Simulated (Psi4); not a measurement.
# [CH3]+ (SMILES [CH3+]), step by step, part 2 of 2

Psi4 1.11. The steps go on from the part before.

## (4) A single-point energy at MP2/def2-TZVPP (density fitting, density fitting for correlation) (run 3)

job.in reads:

```
memory 1.6 GB

molecule {
  1 1
  C      0.000315    -0.000325    -0.000009
  H      0.280258     0.622977     0.909503
  H     -1.032602     0.104230    -0.465022
  H      0.753178    -0.728139    -0.444487
}

set globals {
  basis           def2-TZVPP
  num_frozen_docc 1
}

energy_value, wavefunction = energy("mp2", return_wfn=True)
```

Launch:

```bash
psi4 -n 1 job.in job.out
```

job.out (excerpt; [...] marks lines left out):

```text
[...]
  Running in c1 symmetry.
[...]
  Nuclear repulsion =    9.178935513239109
[...]
  Multiplicity = 1
[...]
  Nalpha       = 4
  Nbeta        = 4
[...]
    Number of basis functions: 73
[...]
   @DF-RHF iter   1:   -39.20486152077940   -3.83890e-01   2.82398e-03 DIIS/ADIIS
[...]
   @DF-RHF iter   8:   -39.24238880367227   -2.16005e-12   2.12388e-09 DIIS
[...]
    Orbital Energies [Eh]
    ---------------------
    Doubly Occupied:
       1A    -11.688693     2A     -1.252606     3A     -0.927676
       4A     -0.927655
[...]
  @DF-RHF Final Energy:   -39.24238880367227
   => Energetics <=
    Nuclear Repulsion Energy =              9.1789355132391091
    One-Electron Energy =                 -67.2493888749492754
    Two-Electron Energy =                  18.8280645580378945
    Total Energy =                        -39.2423888036722701
[...]
 Multipole Moments:
 ------------------------------------------------------------------------------------
     Multipole            Electronic (a.u.)      Nuclear  (a.u.)        Total (a.u.)
 ------------------------------------------------------------------------------------
 L = 1.  Multiply by 2.5417464519 to convert [e a0] to [Debye]
 Dipole X            :          0.0000624           -0.0000831           -0.0000207
 Dipole Y            :         -0.0000227            0.0000322            0.0000095
 Dipole Z            :         -0.0000124            0.0000157            0.0000034
 Magnitude           :                                                    0.0000230
[...]
```

It took 1.6 s on 1 thread of Intel Xeon Platinum 8488C (Sapphire Rapids), shared host; peak memory 0.2 GiB.

## (5) Summary of results

The summary covers parts 1 to 2.

| quantity | value |
| --- | --- |
| run 1, HF-3c/MINIX: total energy at the end | -38.95475 Eh |
| run 1, HF-3c/MINIX: HOMO energy | -25.96 eV |
| run 1, HF-3c/MINIX: LUMO energy | -7.77 eV |
| run 1, HF-3c/MINIX: HOMO–LUMO gap | 18.19 eV |
| run 2, HF-3c/MINIX: lowest harmonic wavenumber | 1381 cm⁻¹ |
| run 2, HF-3c/MINIX: highest harmonic wavenumber | 3369 cm⁻¹ |
| run 2, HF-3c/MINIX: zero-point energy | 84.7 kJ/mol |
| run 2, HF-3c/MINIX: ideal-gas entropy at 400 K (symmetry number 6 as used) | 47.4 cal/(mol K) |
| run 3, MP2/def2-TZVPP: total energy | -39.37485 Eh |
| run 3, MP2/def2-TZVPP: HOMO energy (Hartree–Fock orbitals) | -25.24 eV |
| run 3, MP2/def2-TZVPP: LUMO energy (Hartree–Fock orbitals) | -7.61 eV |
| run 3, MP2/def2-TZVPP: HOMO–LUMO gap (Hartree–Fock orbitals) | 17.63 eV |
| run 3, MP2/def2-TZVPP: correlation energy (1 core orbital frozen) | -132.5 mEh |

In words: The optimisation (run 1, HF-3c/MINIX) took 7 steps and changed the energy by -0.073 eV. All 6 modes (run 2, HF-3c/MINIX) are real, so the shape is a minimum at this level.
